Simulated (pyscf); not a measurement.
Optimised with ωB97X-D3(BJ)/def2-SVP in PySCF.

Task: H₃C–N(CH₃)–AlH–OH + H₂ → H₃C–N(CH₃)–AlH₂ + H₂O
Surface: singlet. Broken: Al–O, H–H. Formed: Al–H, H–O. Give ΔE‡ and ΔE from M06-2X/def2-TZVP, relative to the separated reactants.

Result: ΔE‡ = 118.3 kJ/mol, ΔE = +130.4 kJ/mol. ωB97M-D3(BJ)/def2-TZVP gives 109.9 kJ/mol and +115.3 kJ/mol. Zero-point energy shifts the barrier by +11.5 kJ/mol. It is a four-centre exchange, with an imaginary mode of 1270i cm⁻¹. On the product side the descent ends in an adduct with a Al–O contact, 71.9 kJ/mol under the separated species and 63.2 kJ/mol under the saddle at ωB97X-D3(BJ)/def2-TZVP. At M06-2X the saddle lies under the separated products, which points to a path from their complex (located at ωB97X-D3(BJ) alone), and parting the products costs more than the saddle. What is counted as broken (Al–O) persists as a longer contact in the product adduct; parting that adduct is a step of its own. At the saddle there is also a short Al–H contact that neither side keeps. H₃C–N(CH₃)–AlH₂ lies 154.1 kJ/mol over its isomer H₃C–Al(CH₃)–NH₂, and others may lie lower still (electronic energy, ωB97M-D3(BJ)). This is the saddle that the search found; another between the same sides may lie lower.
